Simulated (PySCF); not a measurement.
Gas-phase reaction: 2 SiO(OH)2 ⇌ H3SiOH + 3 O + SiO2

Computed with PySCF (xtb for GFN2) and rigid-rotor harmonic-oscillator thermochemistry at 1 bar. † marks an energy on the PBE0/def2-TZVP geometry and frequencies; other levels use their own. CCSD(T) freezes the core. Open shells (unrestricted): O (multiplicity 3, electronic degeneracy 9); the rest are closed-shell singlets. GFN2 has no spin-polarisation term. Spin-orbit splitting is ignored; it lowers the true energy and changes the entropy of O. B3LYP is the form with VWN-RPA correlation. SiO(OH)2, H3SiOH: computed as isolated molecules; such fragments, hydroxides, amides, oligomers or adducts are transient or little studied in the gas. CCSD(T) isn't extrapolated to the basis-set limit; its ΔH°(298 K) is 1562.0 kJ in def2-SVP and 1727.1 kJ in def2-TZVPP. The harmonic model lacks anharmonicity and excited electronic states, which grow with temperature; levels with a mode under 35 cm⁻¹ are left out. Internal rotation in SiO(OH)2, H3SiOH is treated as a harmonic vibration of one conformer, which makes the entropy rough. Warning, large T1 diagnostic: SiO2 (CCSD(T)/def2-SVP†).

ΔH° and ΔS° at 298 K: B3LYP/def2-TZVP† 1733 kJ, 391 J/K; CCSD(T)/def2-SVP† 1562 kJ, 391 J/K; GFN2-xTB 2661 kJ, 383 J/K.

### Question
With the heat capacities included, give log10 K (1 bar) at 500, 1000, 1400, 1600, 2500 K from B3LYP/def2-TZVP†, CCSD(T)/def2-SVP†, GFN2-xTB.

### Answer
| T (K) | B3LYP/def2-TZVP† | CCSD(T)/def2-SVP† | GFN2-xTB |
|---|---|---|---|
| 500 | -160.6 | -142.7 | -257.9 |
| 1000 | -69.9 | -61.0 | -118.8 |
| 1400 | -44.0 | -37.6 | -79.0 |
| 1600 | -35.9 | -30.3 | -66.6 |
| 2500 | -15.4 | -11.9 | -35.2 |
